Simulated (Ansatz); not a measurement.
A nudged elastic band was laid between two geometries of AlH3O2 + H (7 atoms, charge 0, multiplicity 2).

These are results of UKS B3LYP/cc-pVDZ in Ansatz, not measurements.

```
movable images  : 5
climbing image  : yes
spring          : 5.0 eV/Å²
optimiser       : quadratic models (default)
start path      : through a guess of the saddle point
force threshold : 0.05 eV/Å
iteration limit : 60
end points      : relaxed
```

First end point:

```xyz
7
Properties=species:S:1:pos:R:3
Al 0.054 -0.280 -0.105
H -0.061 -0.040 1.448
O 1.635 -0.350 -0.790
H 1.766 -0.498 -1.735
O -1.300 -0.482 -1.162
H -2.209 -0.451 -0.844
H -0.095 0.303 4.262
```

Last end point:

```xyz
7
Properties=species:S:1:pos:R:3
Al -0.037 -0.462 -0.560
H 0.032 0.098 2.990
O 1.399 -0.401 -1.541
H 2.270 -0.404 -1.124
O -1.535 -0.448 -1.445
H -2.377 -0.479 -0.973
H 0.038 0.297 3.726
```

**Question.** What changes between the two ends?

**Answer.** Bonds broken: Al1–H2. Bonds formed: H2–H7. AlH3O2 + H becomes AlH2O2 + H2.

**Question.** Give the energies along the band, and the barrier.

**Answer.** The run converged. The highest image is number 1 of 0 to 6, 0.4 kcal/mol above the first end and 21.1 kcal/mol above the last; the last end lies 20.8 kcal/mol below the first. Beside the main top the profile has a ripple of under 15 meV (maxima at images 1, 5), which may be a very shallow well or noise. A vibrational analysis at the climbing image gives one clearly imaginary mode, 282i cm⁻¹: a first-order saddle point.

| image | path coordinate (Å) | energy (kcal/mol) | Al1–H2 (Å) | H2–H7 (Å) |
| --- | --- | --- | --- | --- |
| 0 | 0.00 | 0.0 | 1.58 | 2.83 |
| 1 | 1.03 | 0.4 | 1.60 | 1.70 |
| 2 | 2.34 | -20.4 | 2.99 | 0.76 |
| 3 | 3.64 | -20.8 | 3.66 | 0.76 |
| 4 | 4.94 | -20.7 | 3.45 | 0.76 |
| 5 | 6.24 | -20.6 | 3.62 | 0.76 |
| 6 | 7.54 | -20.8 | 3.59 | 0.76 |

**Question.** What is the geometry of the highest image?

**Answer.** 
```xyz
7
Properties=species:S:1:pos:R:3
Al 0.056 -0.271 0.047
H -0.054 -0.042 1.625
O 1.637 -0.334 -0.638
H 1.770 -0.470 -1.584
O -1.305 -0.456 -1.003
H -2.214 -0.430 -0.682
H -0.102 0.204 3.309
```

Run time: 3 min on 2 threads of Intel(R) Xeon(R) Platinum 8488C (Sapphire Rapids) (shared host), peak memory 0.18 GiB.
